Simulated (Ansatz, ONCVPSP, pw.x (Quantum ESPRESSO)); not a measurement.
# W (Z = 74) (bcc): variants of one ONCV potential in the solid

ONCVPSP 4.0.1.1 (patched build) input, shortened (lines: element, Z, core and valence counts, functional; n l f; lmax; l rc ep ncon nbas qcut; lloc lpopt rc5 dvloc0; l nproj debl; icmod fcfact rcfact), PBEsol, scalar-relativistic:

```
  W 74.00   10    4  -116133      upf
    1    0    2.00
    2    0    2.00
    2    1    6.00
    3    0    2.00
    3    1    6.00
    3    2   10.00
    4    0    2.00
    4    1    6.00
    4    2   10.00
    4    3   14.00
    5    0    2.00
    5    1    6.00
    5    2    4.00
    6    0    2.00
    2
    0    1.35    0.00    3    7    8.10
    1    2.05    0.00    4    7    5.40
    2    2.85    0.00    4    8    4.30
    4    5    1.30    6.00
    0    2    2.90
    1    2    2.50
    2    2    3.10
    1    0.35    0.00
```

Crystal test: bcc W in pw.x 7.5, no spin, 15³ k-points, Fermi–Dirac smearing 0.01 Ry, cutoffs set for each file from its atomic test. The reference is all-electron LAPW (Ansatz 0.2.0) with the same functional, mesh and smearing; V0 and B0 come from Birch–Murnaghan fits to the pressures at five volumes. Errors are pseudo minus all-electron; Δ is the rms difference of the E(V) curves that follow from these fits, minima aligned, over ±6 % about the mean V0. Mesh and smearing are coarse, so the numbers serve the comparison and aren't converged zero-temperature values; the lattice is a test structure that the element need not adopt.

All-electron: a0 = 3.155 Å (V0 = 15.70 Å³/atom), B0 = 321.1 GPa.

Base: The largest radius (2.85 bohr) exceeds half the bond length (2.58 bohr), so the spheres overlap, which is one possible source of error among others.

3 further variants are left out: they gave no file fit for a test, a broken result, the same result as the base, or pressures whose basis-set error rivals the error shown.

```csv
change,cutoffs (Ry),pw.x,a0 (Å),a0 error (%),B0 error (%),Δ (meV/atom),mean pressure error (GPa)
base,70/280,converged,3.149,-0.17,-3.0,5.9,-1.70
"all radii but the core radius scaled by about 1.07 (s 1.44, p 2.20, d 3.06 bohr); local potential polynomial inside 1.40 bohr (lpopt 5, dvloc0 6 Ha)",70/280,converged,3.137,-0.55,-2.2,18.0,-5.13
"all radii but the core radius scaled by about 1.20 (s 1.62, p 2.46, d 3.42 bohr); local potential polynomial inside 1.56 bohr (lpopt 5, dvloc0 6 Ha)",65/260,converged,3.150,-0.14,-9.1,5.5,-1.47
```
